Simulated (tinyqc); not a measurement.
Inside a calculation (part 2 of 2). Method: UKS/LDA (PW92) in the sto-3g basis, for OH+, spin multiplicity 3. Computed by tinyqc, a small Python program that keeps every step (integrals from PySCF). Command: `OMP_NUM_THREADS=1 python tinyqc.py 27841 27842 out.jsonl` (the two numbers bound the seeds that draw the settings). One thread of a shared host (Intel(R) Xeon(R) Processor @ 2.60GHz), about 2 s of CPU time with the checks.

Geometry (angstrom):
```
atom       x       y       z
O     0.0000  0.0000  0.0000
H     0.0000  0.0000  1.7340
```

## Iteration 2: diagonalisation and new density

extrapolated F(alpha) (hartree), order 1O 1s, 1O 2s, 1O 2px, 1O 2py, 1O 2pz, 2H 1s:
```
[[-18.8614, -4.8955, 0.0000, 0.0000, -0.0025, -0.1925],
 [-4.8955, -2.3942, 0.0000, 0.0000, -0.0409, -0.2344],
 [0.0000, 0.0000, -0.6202, 0.0000, 0.0000, 0.0000],
 [0.0000, 0.0000, 0.0000, -0.6202, 0.0000, 0.0000],
 [-0.0025, -0.0409, 0.0000, 0.0000, -0.5713, -0.1666],
 [-0.1925, -0.2344, 0.0000, 0.0000, -0.1666, -0.4986]]
```

extrapolated F(beta) (hartree), order 1O 1s, 1O 2s, 1O 2px, 1O 2py, 1O 2pz, 2H 1s:
```
[[-18.8257, -4.8691, 0.0000, 0.0000, -0.0026, -0.1915],
 [-4.8691, -2.2636, 0.0000, 0.0000, -0.0419, -0.2268],
 [0.0000, 0.0000, -0.4622, 0.0000, 0.0000, 0.0000],
 [0.0000, 0.0000, 0.0000, -0.4622, 0.0000, 0.0000],
 [-0.0026, -0.0419, 0.0000, 0.0000, -0.4948, -0.1634],
 [-0.1915, -0.2268, 0.0000, 0.0000, -0.1634, -0.4987]]
```

X, order 1O 1s, 1O 2s, 1O 2px, 1O 2py, 1O 2pz, 2H 1s:
```
[[1.0220, -0.1236, 0.0000, 0.0000, -0.0009, 0.0074],
 [-0.1236, 1.0287, 0.0000, 0.0000, 0.0069, -0.0674],
 [0.0000, 0.0000, 1.0000, 0.0000, 0.0000, 0.0000],
 [0.0000, 0.0000, 0.0000, 1.0000, 0.0000, 0.0000],
 [-0.0009, 0.0069, 0.0000, 0.0000, 1.0070, -0.0689],
 [0.0074, -0.0674, 0.0000, 0.0000, -0.0689, 1.0135]]
```

Diagonalise F' = X^T F X, C = X C', fill 5 alpha and 3 beta electrons from the bottom; D(s) = C_occ C_occ^T. Each column has its largest component positive (the first on a tie).

F' = X^T F X (alpha) (hartree):
```
[[-18.5044, -2.5254, 0.0000, 0.0000, -0.0022, 0.0062],
 [-2.5254, -1.5503, 0.0000, 0.0000, -0.0322, -0.0807],
 [0.0000, 0.0000, -0.6202, 0.0000, 0.0000, 0.0000],
 [0.0000, 0.0000, 0.0000, -0.6202, 0.0000, 0.0000],
 [-0.0022, -0.0322, 0.0000, 0.0000, -0.5590, -0.0954],
 [0.0062, -0.0807, 0.0000, 0.0000, -0.0954, -0.4698]]
```

orbital energies (alpha) (hartree): [-18.8726, -1.1940, -0.6202, -0.6202, -0.6113, -0.4057]

coefficients C (alpha), order 1O 1s, 1O 2s, 1O 2px, 1O 2py, 1O 2pz, 2H 1s:
```
[[0.9935, -0.2664, 0.0000, 0.0000, 0.0346, 0.0249],
 [0.0261, 1.0184, 0.0000, 0.0000, -0.1515, -0.1312],
 [0.0000, 0.0000, 0.0589, 0.9983, 0.0000, 0.0000],
 [0.0000, 0.0000, 0.9983, -0.0589, 0.0000, 0.0000],
 [0.0005, 0.0663, 0.0000, 0.0000, 0.8237, -0.5796],
 [-0.0022, 0.0491, 0.0000, 0.0000, 0.4634, 0.9052]]
```

F' = X^T F X (beta) (hartree):
```
[[-18.4718, -2.5182, 0.0000, 0.0000, -0.0023, 0.0058],
 [-2.5182, -1.4193, 0.0000, 0.0000, -0.0326, -0.0814],
 [0.0000, 0.0000, -0.4622, 0.0000, 0.0000, 0.0000],
 [0.0000, 0.0000, 0.0000, -0.4622, 0.0000, 0.0000],
 [-0.0023, -0.0326, 0.0000, 0.0000, -0.4819, -0.0973],
 [0.0058, -0.0814, 0.0000, 0.0000, -0.0973, -0.4705]]
```

orbital energies (beta) (hartree): [-18.8359, -1.0698, -0.5612, -0.4622, -0.4622, -0.3765]

coefficients C (beta), order 1O 1s, 1O 2s, 1O 2px, 1O 2py, 1O 2pz, 2H 1s:
```
[[0.9938, -0.2639, 0.0455, 0.0000, 0.0000, 0.0215],
 [0.0249, 1.0121, -0.2002, 0.0000, 0.0000, -0.1142],
 [0.0000, 0.0000, 0.0000, -0.1500, 0.9887, 0.0000],
 [0.0000, 0.0000, 0.0000, 0.9887, 0.1500, 0.0000],
 [0.0005, 0.0750, 0.6991, 0.0000, 0.0000, -0.7242],
 [-0.0021, 0.0763, 0.6226, 0.0000, 0.0000, 0.8019]]
```

D(alpha) after iteration 2, order 1O 1s, 1O 2s, 1O 2px, 1O 2py, 1O 2pz, 2H 1s:
```
[[1.0593, -0.2506, 0.0000, 0.0000, 0.0113, 0.0008],
 [-0.2506, 1.0608, 0.0000, 0.0000, -0.0573, -0.0202],
 [0.0000, 0.0000, 1.0000, 0.0000, 0.0000, 0.0000],
 [0.0000, 0.0000, 0.0000, 1.0000, 0.0000, 0.0000],
 [0.0113, -0.0573, 0.0000, 0.0000, 0.6829, 0.3850],
 [0.0008, -0.0202, 0.0000, 0.0000, 0.3850, 0.2172]]
```

D(beta) after iteration 2, order 1O 1s, 1O 2s, 1O 2px, 1O 2py, 1O 2pz, 2H 1s:
```
[[1.0594, -0.2514, 0.0000, 0.0000, 0.0124, 0.0061],
 [-0.2514, 1.0650, 0.0000, 0.0000, -0.0640, -0.0474],
 [0.0000, 0.0000, 0.0000, 0.0000, 0.0000, 0.0000],
 [0.0000, 0.0000, 0.0000, 0.0000, 0.0000, 0.0000],
 [0.0124, -0.0640, 0.0000, 0.0000, 0.4944, 0.4410],
 [0.0061, -0.0474, 0.0000, 0.0000, 0.4410, 0.3935]]
```

Within a degenerate level the vectors are fixed only up to a rotation; this is one choice.

## Iteration 12 (converged): orbitals

converged F(alpha) (hartree), order 1O 1s, 1O 2s, 1O 2px, 1O 2py, 1O 2pz, 2H 1s:
```
[[-19.0855, -4.9460, 0.0000, 0.0000, -0.0050, -0.1945],
 [-4.9460, -2.5259, 0.0000, 0.0000, -0.0400, -0.2431],
 [0.0000, 0.0000, -0.7454, 0.0000, 0.0000, 0.0000],
 [0.0000, 0.0000, 0.0000, -0.7454, 0.0000, 0.0000],
 [-0.0050, -0.0400, 0.0000, 0.0000, -0.7163, -0.1732],
 [-0.1945, -0.2431, 0.0000, 0.0000, -0.1732, -0.5179]]
```

converged F(beta) (hartree), order 1O 1s, 1O 2s, 1O 2px, 1O 2py, 1O 2pz, 2H 1s:
```
[[-19.0439, -4.9152, 0.0000, 0.0000, -0.0045, -0.1933],
 [-4.9152, -2.3750, 0.0000, 0.0000, -0.0381, -0.2359],
 [0.0000, 0.0000, -0.5735, 0.0000, 0.0000, 0.0000],
 [0.0000, 0.0000, 0.0000, -0.5735, 0.0000, 0.0000],
 [-0.0045, -0.0381, 0.0000, 0.0000, -0.6064, -0.1720],
 [-0.1933, -0.2359, 0.0000, 0.0000, -0.1720, -0.5991]]
```

As before.

F' = X^T F X (alpha) (hartree):
```
[[-18.7278, -2.5341, 0.0000, 0.0000, -0.0048, 0.0060],
 [-2.5341, -1.6792, 0.0000, 0.0000, -0.0319, -0.0798],
 [0.0000, 0.0000, -0.7454, 0.0000, 0.0000, 0.0000],
 [0.0000, 0.0000, 0.0000, -0.7454, 0.0000, 0.0000],
 [-0.0048, -0.0319, 0.0000, 0.0000, -0.7051, -0.0908],
 [0.0060, -0.0798, 0.0000, 0.0000, -0.0908, -0.4888]]
```

orbital energies (alpha) (hartree): [-19.0965, -1.3207, -0.7454, -0.7454, -0.7328, -0.4509]

coefficients C (alpha), order 1O 1s, 1O 2s, 1O 2px, 1O 2py, 1O 2pz, 2H 1s:
```
[[0.9936, -0.2668, 0.0000, 0.0000, 0.0264, 0.0275],
 [0.0258, 1.0216, 0.0000, 0.0000, -0.1130, -0.1442],
 [0.0000, 0.0000, -0.0479, 0.9989, 0.0000, 0.0000],
 [0.0000, 0.0000, 0.9989, 0.0479, 0.0000, 0.0000],
 [0.0006, 0.0651, 0.0000, 0.0000, 0.9267, -0.3948],
 [-0.0022, 0.0320, 0.0000, 0.0000, 0.2655, 0.9823]]
```

F' = X^T F X (beta) (hartree):
```
[[-18.6899, -2.5256, 0.0000, 0.0000, -0.0045, 0.0051],
 [-2.5256, -1.5280, 0.0000, 0.0000, -0.0291, -0.0770],
 [0.0000, 0.0000, -0.5735, 0.0000, 0.0000, 0.0000],
 [0.0000, 0.0000, 0.0000, -0.5735, 0.0000, 0.0000],
 [-0.0045, -0.0291, 0.0000, 0.0000, -0.5943, -0.0917],
 [0.0051, -0.0770, 0.0000, 0.0000, -0.0917, -0.5722]]
```

orbital energies (beta) (hartree): [-19.0539, -1.1766, -0.6653, -0.5735, -0.5735, -0.4885]

coefficients C (beta), order 1O 1s, 1O 2s, 1O 2px, 1O 2py, 1O 2pz, 2H 1s:
```
[[0.9940, -0.2641, 0.0412, 0.0000, 0.0000, 0.0223],
 [0.0244, 1.0149, -0.1832, 0.0000, 0.0000, -0.1178],
 [0.0000, 0.0000, 0.0000, -0.0722, 0.9974, 0.0000],
 [0.0000, 0.0000, 0.0000, 0.9974, 0.0722, 0.0000],
 [0.0006, 0.0673, 0.7219, 0.0000, 0.0000, -0.7022],
 [-0.0020, 0.0664, 0.5987, 0.0000, 0.0000, 0.8208]]
```

D(alpha) after iteration 12, order 1O 1s, 1O 2s, 1O 2px, 1O 2py, 1O 2pz, 2H 1s:
```
[[1.0591, -0.2499, 0.0000, 0.0000, 0.0077, -0.0037],
 [-0.2499, 1.0572, 0.0000, 0.0000, -0.0382, 0.0026],
 [0.0000, 0.0000, 1.0000, 0.0000, 0.0000, 0.0000],
 [0.0000, 0.0000, 0.0000, 1.0000, 0.0000, 0.0000],
 [0.0077, -0.0382, 0.0000, 0.0000, 0.8630, 0.2481],
 [-0.0037, 0.0026, 0.0000, 0.0000, 0.2481, 0.0715]]
```

D(beta) after iteration 12, order 1O 1s, 1O 2s, 1O 2px, 1O 2py, 1O 2pz, 2H 1s:
```
[[1.0594, -0.2513, 0.0000, 0.0000, 0.0125, 0.0051],
 [-0.2513, 1.0641, 0.0000, 0.0000, -0.0640, -0.0423],
 [0.0000, 0.0000, 0.0000, 0.0000, 0.0000, 0.0000],
 [0.0000, 0.0000, 0.0000, 0.0000, 0.0000, 0.0000],
 [0.0125, -0.0640, 0.0000, 0.0000, 0.5257, 0.4367],
 [0.0051, -0.0423, 0.0000, 0.0000, 0.4367, 0.3629]]
```

Within a degenerate level the vectors are fixed only up to a rotation; this is one choice.

## Convergence

Stop when the energy changes by less than 1e-09 hartree and every element of the error matrix X^T (F D S - S D F) X (for each spin) is below 9e-06.

Course of the cycle:
```
iteration  E (hartree)     change  largest element of the error matrix
1           -73.454923          -                             1.00e-01
2           -72.965462   4.89e-01                             5.09e-01
3           -73.634901  -6.69e-01                             1.11e-01
4           -73.630626   4.27e-03                             1.14e-01
5           -73.635654  -5.03e-03                             1.05e-01
6           -73.646990  -1.13e-02                             7.01e-02
7           -73.659203  -1.22e-02                             5.61e-03
8           -73.659264  -6.18e-05                             1.06e-03
9           -73.659267  -2.50e-06                             1.67e-04
10          -73.659267  -7.80e-08                             5.38e-05
11          -73.659267  -2.15e-08                             6.62e-06
12          -73.659267  -1.83e-10                             1.67e-06
```

PySCF UKS in the same basis, fine grid, after a stability check = -73.638950 hartree

Converged in 12 iterations. The coarse grid moves the energy by -2.03e-02 hartree.

## Populations, bond orders and dipole

overlap S, order 1O 1s, 1O 2s, 1O 2px, 1O 2py, 1O 2pz, 2H 1s:
```
[[1.0000, 0.2367, 0.0000, 0.0000, 0.0000, 0.0092],
 [0.2367, 1.0000, 0.0000, 0.0000, 0.0000, 0.1288],
 [0.0000, 0.0000, 1.0000, 0.0000, 0.0000, 0.0000],
 [0.0000, 0.0000, 0.0000, 1.0000, 0.0000, 0.0000],
 [0.0000, 0.0000, 0.0000, 0.0000, 1.0000, 0.1348],
 [0.0092, 0.1288, 0.0000, 0.0000, 0.1348, 1.0000]]
```

Mulliken: Z minus the diagonal of D S on the atom; Loewdin: the same with S^(1/2) D S^(1/2); Mayer order: 2 sum_s sum (D(s) S)_ij (D(s) S)_ji over the two atoms.

Charges (e):
```
atom  Mulliken  Loewdin  Mulliken spin
1O      0.5216   0.5321         2.3110
2H      0.4784   0.4679        -0.3110
```

Mayer bond orders:
```
pair   order
2-1   0.6744
```

dipole moment about the origin, x y z (debye): [0.0000, 0.0000, 4.1889]

<S^2> of the determinant (pure state: 2) = 2.1291
